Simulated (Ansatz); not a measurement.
# AlP₂H+ (quartet): the correlation ladder, cc-pVDZ

How much of the correlation energy of AlP₂H+ (quartet) does each wave-function method recover here?

Program: Ansatz 0.2.0, Gaussian basis. Level of theory: cc-pVDZ, core rule «outside noble gas», up to 15 orbitals frozen. These are calculated values, not measurements.

To be run: UHF; CCSD(T) on ROHF; CCSD(T) on UHF; BCCD(T) on ROHF; CISD; CCSDT(Q) on ROHF; CCSDT(Q) on UHF; CASSCF and MRCISD+Q, 9 electrons in 11 orbitals; CASSCF and NEVPT2, 9 electrons in 11 orbitals.

30 further runs of the same task are left out: 4 for a known fault of the program, 9 that didn't finish, 17 set aside as unsound or not needed.

## (1) What is computed

The geometry is a PBE0/def2-TZVP stationary point (not a proven minimum) of the parent state, kept for this charge and spin.

4 atoms, charge 1, spin multiplicity 4.

Atoms are counted from 1 here; the program's logs count them from 0.

Bond lengths: Al1–P2 2.381 Å, P2–P3 2.081 Å, P2–H4 1.418 Å. Angles: Al1–P2–P3 143.2°, Al1–P2–H4 108.7°, P3–P2–H4 108.1°.

## (2) UHF

The input, in.yaml:

```yaml
crystal:
  periodic: [false, false, false]
  atoms:
    - {symbol: Al, position_ang: [0.000000, -0.262630, 2.268004]}
    - {symbol: P, position_ang: [0.000000, 0.435657, -0.007922]}
    - {symbol: P, position_ang: [0.000000, -0.267170, -1.966206]}
    - {symbol: H, position_ang: [0.000000, 1.852797, -0.047687]}
basis:
  gaussian: {orbitals: cc-pVDZ}
total_charge: 1
magnetization: {spin_polarized: true, initial_magnetization: 3}
hamiltonian: {xc: hf}
output: {orbitals: {seedname: orbitals}}
```

Started as:

```bash
ansatz run in.yaml --threads 1 --pin off --events-out ev --progress --plain --max-ram 2393MiB
```

After this run come: CCSD(T) on ROHF; CCSD(T) on UHF; BCCD(T) on ROHF; CISD; CCSDT(Q) on ROHF; CCSDT(Q) on UHF; CASSCF and MRCISD+Q, 9 electrons in 11 orbitals; CASSCF and NEVPT2, 9 electrons in 11 orbitals.

Q: Predict the results of all the runs planned. Wanted: RCCSDT(Q) below the RHF energy; RMP2 from RCCSDT(Q); UMP2 from RCCSDT(Q); RCCSD from RCCSDT(Q); RCCSD(T) from RCCSDT(Q); UCCSD(T) from RCCSDT(Q); UCCSDT(Q) from RCCSDT(Q); NEVPT2 valence from RCCSDT(Q); MRCISD+Q valence from RCCSDT(Q).

As calculated:

| quantity | value |
| --- | --- |
| RCCSDT(Q) below the RHF energy | -7.6482 eV |
| RMP2 from RCCSDT(Q) | +36.13 kcal/mol |
| UMP2 from RCCSDT(Q) | +37.60 kcal/mol |
| RCCSD from RCCSDT(Q) | +10.60 kcal/mol |
| RCCSD(T) from RCCSDT(Q) | +2.24 kcal/mol |
| UCCSD(T) from RCCSDT(Q) | +2.62 kcal/mol |
| UCCSDT(Q) from RCCSDT(Q) | -0.03 kcal/mol |
| NEVPT2 valence from RCCSDT(Q) | +33.83 kcal/mol |
| MRCISD+Q valence from RCCSDT(Q) | +5.57 kcal/mol |
| levels within 1 kcal/mol (43 meV) | RCCSDT, UCCSDT, UCCSDT(Q) |
| T1 diagnostic | 0.056 |
| effectively unpaired electrons | 3.10 |

**Reading.** RCCSD(T) misses by +2.24 kcal/mol, 1.3 % of the correlation energy. The occupations are near whole numbers, but T1 = 0.056 shows that the orbitals relax strongly. Of the multireference levels listed MRCISD+Q valence comes nearest in total energy (+5.57 kcal/mol), which doesn't show that its space is the better one. Coupled cluster took another determinant than the lowest Hartree-Fock one. These misses are within one basis, not against nature; the frozen cores of restricted and unrestricted runs differ, which can shift their rows.
